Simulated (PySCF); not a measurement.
Species: butylhydrazine, C4H12N2.
Z-matrix (Å and degrees, PBE0-D3(BJ)/def2-SVP geometry), rows numbered from 1:
```
C 
C   1  1.5201
C   2  1.5232  1  113.61
C   3  1.5286  2  114.08  1  -178.67
N   4  1.4464  3  116.21  2   -60.17
N   5  1.3993  4  112.59  3   -60.12
H   1  1.1019  2  111.13  3    60.21
H   1  1.1008  2  111.81  3  -179.59
H   1  1.1020  2  111.19  3   -59.10
H   2  1.1055  1  109.16  3   122.54
H   2  1.1053  1  109.69  3  -122.48
H   3  1.1037  2  109.36  1   -56.52
H   3  1.1045  2  109.77  1    59.09
H   4  1.1049  3  109.65  2    61.26
H   4  1.1017  3  109.25  2   178.10
H   5  1.0206  4  110.61  3    67.27
H   6  1.0223  5  113.37  4    89.50
H   6  1.0165  5  109.34  4  -150.08
```

Computed at PBE0/pcSseg-1 (PySCF, non-relativistic), with Q(14N) = 0.02044 b: N5, 14N (I = 1): χzz = -7.061 MHz, η = 0.382; N6, 14N (I = 1): χzz = -6.461 MHz, η = 0.423.

Task: Find the zero-field quadrupole resonance frequencies of 14N at N5.

Result: From ν± = (3/4)|χ|(1 ± η/3) and ν0 = |χ|η/2: ν+ 5.969 MHz, ν− 4.622 MHz, ν0 1.347 MHz (hydrazine nitrogen).

Task: Where would the pure quadrupole (NQR) lines of 14N at N6 fall for the rigid, isolated species?

Result: From ν± = (3/4)|χ|(1 ± η/3) and ν0 = |χ|η/2: ν+ 5.529 MHz, ν− 4.162 MHz, ν0 1.367 MHz (hydrazine nitrogen).

In a crystal, neighbours and librations shift these lines. With a basis this small, the couplings can be 20 % off.

One conformer stands for the species.
